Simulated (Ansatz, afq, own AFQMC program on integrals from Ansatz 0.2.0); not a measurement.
InH₃⁺, doublet in def2-SVP, levels against full CI

| atom | x (Å) | y (Å) | z (Å) |
| --- | --- | --- | --- |
| In | 0.0000 | -0.0162 | 0.0345 |
| H | 0.0000 | 2.3356 | -0.0345 |
| H | 0.0000 | -0.4411 | -5.5985 |
| H | 0.0000 | -0.0458 | 1.7026 |

Basis def2-SVP with its core potentials. Only valence electrons are correlated. AFQMC by an in-house program on the Cholesky factors that Ansatz 0.2.0 writes for its CCSD(T) run. The CISD trial takes its coefficients from CCSD amplitudes. Released means that phaseless walkers are propagated on without the constraint, phases kept. Uncertainties: one standard error, sampling alone. No spin–orbit coupling.

Determinant: UHF, the one that the program's search chose, which needn't be the lowest solution. The geometry is a point of a scan.

Full CI on the same integrals is exact in this basis and with this determinant's frozen core.

Cautions: no spin-orbit coupling; inner d shell frozen; strong correlation (T1 0.072, weight of the determinant 0.84, largest double 0.15); unrestricted determinant spin contaminated (⟨S²⟩ 1.68 against 0.75); CCSD(T) is in doubt: in a space of 5 electrons in 8 natural orbitals full CI lies 89 meV below it.

```
T1 diagnostic                               : 0.0724
weight of the determinant in the CISD state : 0.843
⟨S²⟩ of the determinant                     : 1.679
size of the correlated space                : 5 electrons in 32 orbitals
```

```csv
level,correlation energy (eV)
MP2,-0.7563
CCSD,-1.2080
CCSD(T),-1.2443
```

Task: Estimate where AFQMC with the constraint released lies against CCSD(T) on the same integrals.

Result: 8.5 ± 0.2 kJ/mol below CCSD(T).

Reference: full CI, correlation energy -1.324 eV. The released energy is read at 2.40 1/Eh (meV from the phaseless value at times in 1/Eh: -2.6 ± 1.9 at 0.24, -3.3 ± 1.4 at 0.51, -4.9 ± 1.5 at 0.99, -6.4 ± 1.6 at 1.62, -6.3 ± 1.9 at 2.40). The cautions show a poor starting determinant, so the rows tell how each method copes with it here, and full CI is the sure value.

```tsv
level	E − E(reference) (kJ/mol)	share of correlation (%)
CCSD(T)	7.7	94.00
CCSDT	0.6	99.51
CCSDT(Q)	0.0	99.97
CCSDTQ	0.0	100.00
ph-AFQMC/CISD	-0.3 ± 0.2	100.20
released AFQMC	-0.9 ± 0.2	100.67
```

CCSDT and higher add their correlation energy to the determinant of the CCSD(T) run, since their own runs factorise the integrals more tightly (a shift of under 2 meV). A walk keeps the symmetry of its determinant, which the program's search chose and which needn't be the lowest solution, so a lower state of the same spin and another symmetry isn't excluded. Released energies are given only where the last usable release times agree within the noise; a slower fall can still hide under it.
